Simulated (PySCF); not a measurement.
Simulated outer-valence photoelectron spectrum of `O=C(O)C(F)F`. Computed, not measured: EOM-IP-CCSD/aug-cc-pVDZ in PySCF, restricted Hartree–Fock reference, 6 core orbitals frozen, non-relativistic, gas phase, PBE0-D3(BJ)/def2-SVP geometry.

Each root has a Gaussian of 0.3 eV full width with its one-hole share as area; cross sections and vibrations are left out, and the highest printed point is 100.

ionisation energy (eV), intensity and a bar:
```
     11.0          1 
     11.1          5 #
     11.2         20 ######
     11.3         44 #############
     11.4         52 ################
     11.5         33 ##########
     11.6         11 ###
     11.7          2 #
     11.8          0 
     11.9          0 
     12.0          0 
     12.1          0 
     12.2          0 
     12.3          0 
     12.4          1 
     12.5          5 #
     12.6         19 ######
     12.7         43 #############
     12.8         52 ################
     12.9         34 ##########
     13.0         12 ####
     13.1          2 #
     13.2          0 
     13.3          0 
     13.4          0 
     13.5          4 #
     13.6         17 #####
     13.7         40 ############
     13.8         53 ################
     13.9         37 ###########
     14.0         14 ####
     14.1          3 #
     14.2          0 
     14.3          0 
     14.4          0 
     14.5          0 
     14.6          0 
     14.7          0 
     14.8          0 
     14.9          4 #
     15.0         23 #######
     15.1         64 ###################
     15.2        100 ##############################
     15.3         88 ##########################
     15.4         43 #############
     15.5         12 ####
     15.6          4 #
     15.7         15 ####
     15.8         46 ##############
     15.9         86 ##########################
     16.0         94 ############################
     16.1         61 ##################
     16.2         24 #######
     16.3          8 ###
     16.4         16 #####
     16.5         38 ###########
     16.6         52 ################
     16.7         38 ###########
     16.8         15 #####
     16.9          3 #
     17.0          0
```

Task: Where are the maxima, and how many lines lie under the curve?

Result: 6 maxima, at 11.4, 12.8, 13.8, 15.2, 16.0 and 16.6 eV, from 8 lines. At this width some lines have no maximum of their own.

Task: List the lines with their holes.

Result: 
| E (eV) | leading hole (HF orbital) | area | Koopmans (eV) |
| --- | --- | --- | --- |
| 11.38 | HOMO | 0.95 | 13.15 |
| 12.78 | HOMO-1 | 0.94 | 14.02 |
| 13.79 | HOMO-2 | 0.95 | 15.68 |
| 15.20 | HOMO-3 | 0.95 | 17.09 |
| 15.26 | HOMO-4 | 0.95 | 17.74 |
| 15.92 | HOMO-6 | 0.95 | 18.46 |
| 16.02 | HOMO-5 | 0.94 | 18.07 |
| 16.60 | HOMO-7 | 0.93 | 18.96 |

The widest gap, 1.41 eV, lies between 13.79 and 15.20 eV. Only orbitals with −ε under 21 eV, eight at most, were ionised, so the high end of the curve may lack lines.

The values belong to the conformer `[O:1]=[C:2]([OH:3])[CH:4]([F:5])[F:6]`: O1–C2–C4–F5 0°, H–O3–C2–O1 1°.
